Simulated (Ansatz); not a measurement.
A nudged elastic band was laid between two geometries of CH4O2S (8 atoms, charge 0, multiplicity 1).

The calculation used Ansatz 0.2.0, RHF/def2-SVP.

```json
{"movable images": "7", "climbing image": "yes", "spring": "5.0 eV/Å²", "optimiser": "quadratic models (default)", "start path": "through a guess of the saddle point", "force threshold": "0.05 eV/Å", "iteration limit": "10", "end points": "relaxed"}
```

Image 0:

```xyz
8
Properties=species:S:1:pos:R:3
O 0.495 0.994 -0.864
C 0.178 0.745 0.453
S 0.400 -0.973 0.957
O -0.689 -1.659 -0.095
H -0.168 0.615 -1.420
H -0.850 1.031 0.682
H 0.849 1.318 1.091
H -0.214 -2.071 -0.803
```

Image 8:

```xyz
8
Properties=species:S:1:pos:R:3
O 0.326 1.180 -0.932
C 0.095 0.687 0.332
S -0.978 -0.758 0.407
O -0.065 -1.877 -0.392
H -0.491 1.273 -1.400
H -0.410 1.408 0.986
H 1.060 0.449 0.772
H 0.462 -2.363 0.226
```

Which bonds break or form, and what moves?

No bond is made or broken. The dihedral O1–C2–S3–O4 goes from -61 to 65°.

Give the energies along the band, and the barrier.

The forces met the threshold. The highest image is number 4 of 0 to 8, 16.4 kJ/mol above the first end and 14.3 kJ/mol above the last; the last end lies 2.1 kJ/mol above the first. Another band between the same ends (7 images) ends at a top of the same energy, where a vibrational analysis finds 1 clearly imaginary mode.

```tsv
image	path coordinate (Å)	energy (kJ/mol)	dihedral O1–C2–S3–O4 (°)
0	0.00	0.0	-61
1	0.39	1.7	-47
2	0.77	7.0	-31
3	1.16	13.5	-13
4	1.54	16.4	5
5	1.96	13.5	25
6	2.37	8.1	41
7	2.79	3.8	53
8	3.20	2.1	65
```

What is the geometry of the highest image?


```xyz
8
Properties=species:S:1:pos:R:3
O 0.279 0.870 -0.885
C 0.153 0.770 0.477
S -0.458 -0.899 1.006
O -0.465 -1.675 -0.453
H -0.489 0.522 -1.314
H -0.548 1.496 0.894
H 1.132 0.940 0.916
H 0.396 -2.023 -0.641
```

Time of the run: 31 s on 1 thread of AMD EPYC 9R45 96-Core Processor (Zen 5) (shared host), peak memory 0.17 GiB.
